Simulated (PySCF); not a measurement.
C₄H₆ (charge +1 and doublet state).
Geometry (GFN2-xTB, Å), atoms numbered from 1 in this order:
```
atom  x, y, z in Å
C1     1.6386    0.1833   -0.1926
C2     0.3529    0.0398   -0.0444
C3    -0.8484   -0.8387    0.0615
C4    -1.0027    0.6319    0.1489
H5     2.2581   -0.5113   -0.7578
H6     2.2010    1.0114    0.2356
H7    -1.1117   -1.3591   -0.8560
H8    -0.9187   -1.4486    0.9539
H9    -1.1545    1.1058    1.1154
H10   -1.4058    1.1902   -0.6871
```

As a line formula: `[C]1(CC1)[CH2+]` [radical] (charge +1).

Theory: PySCF, UKS B3LYP, pcH-1 on C H, non-relativistic, mean-field spin-orbit, GIAO. Geometry: GFN2-xTB, one conformer, isolated ion. Couplings are sensitive to structure, and on GFN2-xTB geometries they can be far from those on DFT ones, by a factor of two or more for some ions and for spin on atoms past the first row. The frame is twisted about the C1–C2 bond at this geometry (dihedral H6–C1–C2–C4 = 30°); couplings at other torsion angles weren't computed. The SCF solution wasn't tested for stability.

(1) Match the computed a_iso(13C) values +5.1, +1.2 MHz (means over equivalent nuclei) with the sites C2; C3/C4.

(2) Match the computed a_iso(1H) values +80.7, +40.8 MHz (means over equivalent nuclei) with the sites H5/H6; H7/H8/H9/H10.

Answers

(1) 
```tsv
site	a_iso (MHz)	ρ(0) (bohr⁻³)	position	distance from C2 (Å)	spin population	largest |T| (MHz)
C2	+5.1	+0.0045	largest spin population	0.00	+0.39	94.1
C3/C4	+1.2	+0.0010	1 bond from C2	1.49	+0.07	22.4
```

(2) 
| site | a_iso (MHz) | ρ(0) (bohr⁻³) | position | distance from C2 (Å) | bound to | spin population there | largest \|T\| (MHz) |
| --- | --- | --- | --- | --- | --- | --- | --- |
| H5/H6 | +80.7 | +0.0180 | 1 bond from C1 | 2.11 | C1 | +0.37 | 27.1 |
| H7/H8/H9/H10 | +40.8 | +0.0091 | 2 bonds from C2 | 2.19 | C3/C4 | +0.07 | 9.6 |

ρ(0) is the spin density at the nucleus and T the dipolar tensor; entries for several nuclei are means. The largest Mulliken spin populations are on C2 (+0.39), C1 (+0.37), C4 (+0.07) and C3 (+0.07). Main spin sites, with 60 % or more of the largest population: C1, C2; positions count bonds from the nearest.

Nuclei that the bonding pattern makes equivalent are averaged, as if the motion that swaps them (rotation, inversion, ring flip) were fast. The 1H value of +40.8 MHz is a mean of couplings from -13.5 to 95.2 MHz in this one geometry, not an average over conformers.

C2, the radical centre as drawn in `[CH2+][C]1CC1`, holds a spin population of +0.39 out of 1.
